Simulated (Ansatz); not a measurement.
Species: CHN (charge 0, singlet). SMILES: C#N
Geometry: optimised at B3LYP-D3(BJ)/def2-TZVP (Ansatz, a first-principles code).

Parts of the frozen-core correlation energy in STO-3G (Ansatz, hartree). Frozen orbitals: 2; correlated occupied orbitals by spin: 5 and 5; virtual: 4 and 4. No spin-orbit coupling. Non-relativistic.

```tsv
term	value
reference (HF)	-91.67505
MP2 opposite-spin	-0.11560
MP2 same-spin	-0.03527
CCSD correlation	-0.16005
(T)	-0.00123
FCI minus CCSD(T)	-0.00203
T1 diagnostic	0.005
largest doubles amplitude	0.143
```
